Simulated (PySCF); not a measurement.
# HCl: singlet, from a linear start

Aim: relax HCl as a singlet from a linear start, check by its vibrations whether the end is a minimum, and collect its spectrum and constants.

Method: B3LYP, basis H def2-SVP, Cl def2-SVP, no relativity, density fitting; program: PySCF 2.14.0.

## Step 1: The system as given

2 atoms, charge 0, spin multiplicity 1.

Bond lengths: H1–Cl2 1.376 Å.

Z-matrix (Å, degrees; charge 0 multiplicity 1):
```
H
Cl 1 1.3760
```

## Step 2: First SCF at the start

The steps below are one call of a driver around PySCF. For each, scf.py gives the equivalent set-up of the SCF; relaxations use the driver's own optimiser. After this first run the driver tries any further starts and a stability analysis.

The input, scf.py:

```python
from pyscf import gto, scf, dft
mol = gto.M(atom='''
H      0.000000     0.000000     0.000000
Cl     0.000000     0.000000     1.376000''',
    basis={'H': 'def2-SVP', 'Cl': 'def2-SVP'},
    charge=0, spin=0)
mf = dft.RKS(mol, xc='B3LYP')
mf.grids.atom_grid = (50, 194)
aux = {'H': 'def2-universal-JKFIT', 'Cl': 'def2-universal-JKFIT'}
mf = mf.density_fit(auxbasis=aux)
mf.conv_tol = 1e-08
mf.diis_space = 10
mf.max_cycle = 60
mf.init_guess = 'minao'
mf.verbose = 4
mf.kernel()
```

Run with:

```bash
$ OMP_NUM_THREADS=2 python axn.py task.json out
```

After this run come: Linear start, singlet: relaxation; Hessian and properties.

**Question.** What will these runs give? Wanted: minimum; geometry; wavenumbers; dipole moment; highest occupied, lowest empty level; polar-tensor charge of H1; zero-point energy; atomisation energy.

The runs gave:

| quantity | value |
| --- | --- |
| minimum | singlet, C∞v |
| geometry | H–Cl 1.290 Å |
| wavenumbers (cm⁻¹) | 2955 (σ+) |
| dipole moment | 1.31 D |
| highest occupied, lowest empty level | -8.64, 0.53 eV |
| polar-tensor charge of H1 | +0.19 e |
| zero-point energy | 17.7 kJ/mol |
| entropy at 298.15 K | 186.8 J/(mol K) |
| atomisation energy (no zero-point energy) | 427 kJ/mol |

In words: The molecule stays C∞v, as typed, and the end point is a minimum. The strongest infrared band lies at 2955 cm⁻¹ (σ+). Other starts or spin states, not run here, may lie lower.
